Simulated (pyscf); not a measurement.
Single points on ωB97X-D3(BJ)/def2-SVP structures (PySCF, gas phase). Correlated levels are frozen-core, on RHF or UHF. ΔMP2 is the change of the MP2 total energy from the triple- to the quadruple-zeta basis.

Task: Estimate by transition-state theory the rate constant of O=SiH–OH + hydrogen chloride (HCl) -> O=SiH–Cl + water (H₂O) (singlet surface; O–Si, Cl–H broken, Cl–Si, H–O formed) at 900 K, with CCSD(T)/def2-TZVPP + ΔMP2(QZVPP) energies (ideal gas, 1 atm, RRHO with modes under 100 cm⁻¹ raised to 100, one conformer, R ln 2 for chiral ones without a mode under 150 cm⁻¹; no tunnelling).

Result: The electronic barrier is 7.5 kcal/mol and the thermal terms add +29.9, so ΔG‡ = 37.5 kcal/mol. With k_BT/h = 1.88e+13 s⁻¹ and RT = 1.788 kcal/mol, and a volume of 1.23e-19 cm³ per molecule at 1 atm, k = 1.8e-15 cm³ molecule⁻¹ s⁻¹. Wigner's tunnelling factor for 807i cm⁻¹ would be 1.07. A shift of 1 kcal/mol in the barrier changes k by a factor 1.7. On the reactant side the descent ends in a complex, 5.0 kcal/mol under the separated species and 9.1 kcal/mol under the saddle at ωB97X-D3(BJ)/def2-TZVP. On the product side the descent ends in an adduct with a O–Si contact, 24.2 kcal/mol under the separated species and 23.1 kcal/mol under the saddle at ωB97X-D3(BJ)/def2-TZVP. What is counted as broken (O–Si) persists as a longer contact in the product adduct; parting that adduct is a step of its own. At ωB97X-D3(BJ) the barrier from the zero used here is 4.1 kcal/mol. O=SiH–OH lies 9.8 kcal/mol over its isomer HO–Si:–OH [singlet] (electronic energy, ωB97M-D3(BJ)). O=SiH–Cl lies 15.5 kcal/mol over its isomer HO–Si:–Cl [singlet] (electronic energy, ωB97M-D3(BJ)). One saddle was located; it need not be the lowest between these sides. The CCSD(T) − MP2 part came from Ansatz, without density fitting, on the same reference.
